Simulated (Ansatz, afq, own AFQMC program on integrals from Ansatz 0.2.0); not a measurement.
# AFQMC, coupled cluster and functionals along a coordinate of CH₂Si, singlet

```xyz
4

Si    0.0000    0.0000    0.5957
C     0.0000    0.0000   -1.1063
H     0.0000   -0.9093   -1.7078
H     0.0000    0.9093   -1.7078
```

All coordinates are scaled about the centre. Energies in mEh count from this geometry (1.000) at the same level; the start stands on RHF, each point on the determinant named.

Basis cc-pVDZ. Only valence electrons are correlated. Ansatz 0.2.0 and our own AFQMC program on the same integrals; the CISD trial comes from CCSD amplitudes, and released means the phaseless constraint is let go. Error bars are statistical, one sigma.

Cautions, each for one point or more: (T) is large; CCSDT(Q) on the RHF determinant differs, by its state or its frozen core; CCSDT(Q) on the RHF determinant differs, perhaps since the unrestricted series falls towards higher spin; an unrestricted solution with more broken spin lies lower; cluster runs in doubt by the program's own checks; higher spins were not checked; restricted determinant unstable towards unrestricted; strong correlation; unrestricted determinant spin contaminated; walk and cluster series may follow different spin states.

```csv
scale of all distances,det.,T1,weight,⟨S²⟩,CCSD(T),ph-AFQMC/CISD,CCSDT(Q),B2PLYP,CCSD
0.896,RHF,0.014,0.88,pure,61.1,60.4 ± 1.0,61.4,55.4,59.4
1.114,RHF,0.018,0.84,pure,20.4,19.8 ± 1.1,20.0,30.4§,23.0
1.299,RHF,0.037,0.78,pure,123.1,123.8 ± 1.4,122.0,140.8§,132.1
1.527,UHF¶,0.082,0.71,1.43,266.4,257.2 ± 2.3,257.9,276.8§,269.3
2.010,UHF¶,0.087,0.61,2.80,427.4,426.8 ± 1.3,419.7,449.3§,429.4
```

Weight is that of the determinant in the CISD state; at the start T1 is 0.016 and the weight 0.86. ¶ marks points with a poor determinant and no full CI, where no value is sure; they don't count among the departures. § marks a functional whose ⟨S²⟩ is too high by over 0.1. Largest departures from phaseless AFQMC with a CISD trial: CCSD(T) -0.7 mEh at 1.299 (on RHF) (within the noise), CCSDT(Q) -1.8 mEh at 1.299 (on RHF) (within the noise), CCSD 8.3 mEh at 1.299 (on RHF). The walk's constraint bias lies outside its error bars, so these are departures and not errors. The functionals aren't scored here. In this small basis the wave-function levels are far from their limit, so their gap to the functionals isn't the functionals' error.

Some points may be missing: those where a free walk finds a much lower state, and past Zn most of those on another determinant than at the start.

CCSDT and higher add their correlation energy to the determinant of the CCSD(T) run, since their own runs factorise the integrals more tightly (a shift of under 2 meV). A walk keeps the symmetry of its determinant, which the program's search chose and which needn't be the lowest solution, so a lower state of the same spin and another symmetry isn't excluded.
